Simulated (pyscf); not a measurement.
Structures and frequencies: ωB97X-D3(BJ)/def2-SVP in PySCF.

Question: For •H₂C–SnH₃ + water (H₂O) -> HO–CH₂–SnH₃ + H atom (H•), a substitution at O (doublet surface; H–O broken, C–O formed), PBE/def2-TZVP gives ΔE‡ = 40.0 kcal/mol and ΔE = +26.9 kcal/mol (zero: the separated reactants). In which direction and how far do B3LYP-D3(BJ)/def2-TZVP, M06-2X/def2-TZVP, ωB97M-D3(BJ)/def2-TZVP move these?

Answer: B3LYP-D3(BJ): ΔE‡ = 46.8 kcal/mol, ΔE = +31.5 kcal/mol; M06-2X: ΔE‡ = 51.3 kcal/mol, ΔE = +29.0 kcal/mol; ωB97M-D3(BJ): ΔE‡ = 51.4 kcal/mol, ΔE = +30.0 kcal/mol. PBE's barrier lies under all of them, by 6.9 to 11.5 kcal/mol. Its reaction energy lies under all of them, by 2.1 to 4.6 kcal/mol. Low barriers are usual for a GGA, whose delocalisation error favours stretched bonds. On the reactant side the descent ends in a complex (not fully relaxed), 4.2 kcal/mol under the separated species and 57.0 kcal/mol under the saddle at ωB97X-D3(BJ)/def2-TZVP. •H₂C–SnH₃ lies 30.6 kcal/mol over its isomer H₃C–SnH₂• (electronic energy, ωB97M-D3(BJ)/def2-TZVP). HO–CH₂–SnH₃ lies 31.7 kcal/mol over its isomer H₃C–SnH₂–OH (electronic energy, ωB97M-D3(BJ)/def2-TZVP). One saddle was located; it need not be the lowest between these sides. The angle at the attacked O is 153°. Elements past Kr carry the def2 core potentials, without spin-orbit coupling.
